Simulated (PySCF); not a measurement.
# How methods differ on the ionisation energy of S

S [Ne] 3s2 3p4 (3P) → S+ [Ne] 3s2 3p3 (4S), as a difference of total energies. All numbers are calculated (PySCF 2.14, no relativity, point nucleus, in def2-TZVPPD). Correlated levels: valence: [Ne] frozen; valence and next inner shell: 1s2 frozen. The calculations carry no spin-orbit coupling.

| method | ionisation energy (eV) | error (eV) |
| --- | --- | --- |
| UHF | 9.233 | -1.103 |
| LDA | 10.568 | +0.232 |
| PBE | 10.435 | +0.099 |
| PBE0 | 10.407 | +0.071 |
| r2SCAN | 10.379 | +0.043 |
| wB97X-V | 10.514 | +0.178 |
| LC-wPBE | 10.519 | +0.183 |
| BHandHLYP | 10.361 | +0.025 |
| TPSSh | 10.442 | +0.106 |
| MP2 (valence) | 9.969 | -0.367 |
| SCS-MP2 (valence) | 10.047 | -0.289 |
| MP2 (valence and next inner shell) | 9.970 | -0.366 |
| SCS-MP2 (valence and next inner shell) | 10.043 | -0.293 |

Reference: 10.336 eV (measured; NIST levels, between the centres of gravity of the two terms).

Errors of the correlated levels include the incompleteness of this basis and the frozen core.
